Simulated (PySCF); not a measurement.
2-butynal, C₄H₄O.
Numbering: `[CH3:1][C:2]#[C:3][CH:4]=[O:5]` (hydrogens: H6, H7, H8 on C1; H9 on C4)

Geometry (PBE0-D3(BJ)/def2-SVP, Å), atoms numbered from 1 in this order:
```xyz
9
C4H4O angstrom
C     -1.805   -0.165   -0.094
C     -0.371   -0.072   -0.278
C      0.833   -0.003   -0.430
C      2.260    0.133   -0.617
O      3.047   -0.780   -0.592
H     -2.086    0.192    0.910
H     -2.153   -1.204   -0.196
H     -2.337    0.456   -0.831
H      2.597    1.185   -0.792
```

Computed with EOM-IP-CCSD/aug-cc-pVDZ in PySCF, restricted Hartree–Fock reference, 5 core orbitals frozen, non-relativistic, gas phase, PBE0-D3(BJ)/def2-SVP geometry.

The vertical ionisation energies are 10.27, 10.76, 10.80, 14.24, 15.45, 15.52, 15.64, 16.08 eV.

Which Hartree–Fock orbital leads each hole, and what is its Koopmans value −ε?

```json
{"leading hole (HF orbital)": "HOMO-2", "Koopmans (eV)": "12.29", "EOM-IP-CCSD (eV)": "10.27", "change (eV)": "-2.02", "one-hole share": "0.94"}
{"leading hole (HF orbital)": "HOMO", "Koopmans (eV)": "10.90", "EOM-IP-CCSD (eV)": "10.76", "change (eV)": "-0.14", "one-hole share": "0.96"}
{"leading hole (HF orbital)": "HOMO-1", "Koopmans (eV)": "10.99", "EOM-IP-CCSD (eV)": "10.80", "change (eV)": "-0.19", "one-hole share": "0.96"}
{"leading hole (HF orbital)": "HOMO-3", "Koopmans (eV)": "15.05", "EOM-IP-CCSD (eV)": "14.24", "change (eV)": "-0.81", "one-hole share": "0.91"}
{"leading hole (HF orbital)": "HOMO-5", "Koopmans (eV)": "16.58", "EOM-IP-CCSD (eV)": "15.45", "change (eV)": "-1.13", "one-hole share": "0.94"}
{"leading hole (HF orbital)": "HOMO-4", "Koopmans (eV)": "16.57", "EOM-IP-CCSD (eV)": "15.52", "change (eV)": "-1.05", "one-hole share": "0.95"}
{"leading hole (HF orbital)": "HOMO-6", "Koopmans (eV)": "17.69", "EOM-IP-CCSD (eV)": "15.64", "change (eV)": "-2.05", "one-hole share": "0.94"}
{"leading hole (HF orbital)": "HOMO-7", "Koopmans (eV)": "18.09", "EOM-IP-CCSD (eV)": "16.08", "change (eV)": "-2.01", "one-hole share": "0.94"}
```

Does the order of the lines follow the orbital energies?

No: the HOMO-2 hole (10.27 eV) falls below the HOMO hole (10.76 eV); the HOMO-2 hole (10.27 eV) falls below the HOMO-1 hole (10.80 eV); the HOMO-5 hole (15.45 eV) falls below the HOMO-4 hole (15.52 eV). The corrections run from -2.05 to -0.14 eV, with a mean of -1.18 eV over the 8 lines; no line lies above its Koopmans value.

At what kinetic energies would He I light (21.22 eV) eject these electrons?

10.95 eV (HOMO-2), 10.46 eV (HOMO), 10.42 eV (HOMO-1), 6.98 eV (HOMO-3), 5.77 eV (HOMO-5), 5.70 eV (HOMO-4), 5.58 eV (HOMO-6), 5.14 eV (HOMO-7).

Lines less than 0.15 eV apart could change places at a higher level. One root was sought for each valence orbital with −ε under 21 eV, eight at most, so deeper holes and satellites are missing; no vibrational structure.
